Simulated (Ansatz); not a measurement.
# SiH (sextet): the correlation ladder, cc-pVQZ

One table from this session's results is given with a row withheld; the runs are named, their logs left out.

Computed with Ansatz 0.2.0, Gaussian basis. Level: cc-pVQZ, core rule «outside noble gas», up to 5 orbitals frozen.

The runs, in order: UHF; CCSD(T) on ROHF; CCSD(T) on UHF; BCCD(T) on ROHF; CCSDT(Q) on ROHF; CCSDT(Q) on UHF; CASSCF and MRCISD+Q, 5 electrons in 5 orbitals; CASSCF and NEVPT2, 5 electrons in 5 orbitals.

9 further runs of the same task are left out: 2 for a known fault of the program, 4 that didn't finish, 3 set aside as unsound or not needed.

## The system

The geometry is a PBE0/def2-TZVP stationary point (not a proven minimum) of the parent state, kept for this charge and spin.

2 atoms, charge 0, spin multiplicity 6.

Atoms are counted from 1 here; the program's logs count them from 0.

Bond lengths: Si1–H2 1.500 Å.

Set-up of the first run:

File in.yaml:

```yaml
crystal:
  periodic: [false, false, false]
  atoms:
    - {symbol: Si, position_ang: [0.000000, 0.000000, 0.000000]}
    - {symbol: H, position_ang: [0.000000, 0.000000, 1.499536]}
basis:
  gaussian: {orbitals: cc-pVQZ}
magnetization: {spin_polarized: true, initial_magnetization: 5}
hamiltonian: {xc: hf}
output: {orbitals: {seedname: orbitals}}
```

Launch:

```sh
$ ansatz run in.yaml --threads 1 --pin off --events-out ev --progress --plain --max-ram 4096MiB --backend cpu
```

Among the steps run: UHF; CCSD(T) on ROHF; CCSD(T) on UHF; BCCD(T) on ROHF; CCSDT(Q) on ROHF; CCSDT(Q) on UHF; CASSCF and MRCISD+Q, 5 electrons in 5 orbitals; CASSCF and NEVPT2, 5 electrons in 5 orbitals.

One of the session's tables, all rows but one given; the rest of the session is left out.

```
          method  from UCCSDT(Q) (meV)
            ROHF               +1009.6
             UHF               +1006.6
            RMP2                +290.9
            UMP2                +288.0
           RCCSD                 +29.1
           UCCSD                     ?
        RCCSD(T)                  +9.2
        UCCSD(T)                  +6.3
         BCCD(T)                  +9.2
          RCCSDT                  +3.1
          UCCSDT                  +0.2
       RCCSDT(Q)                  +2.9
       UCCSDT(Q)                     0
  CASSCF valence               +1009.6
  NEVPT2 valence                +437.6
  MRCISD valence                 +35.6
MRCISD+Q valence                  +5.3
```

**Question.** Estimate the row for UCCSD.

**Answer.** from UCCSDT(Q) (meV): +26.2. In the column «from UCCSDT(Q) (meV)» it lies between BCCD(T) (+9.2) and RCCSD (+29.1).

Limits of these values: Restricted and unrestricted rows rest on different reference determinants; where their highest levels disagree by more than a few hundredths of an eV, they describe different states and don't form one ladder.
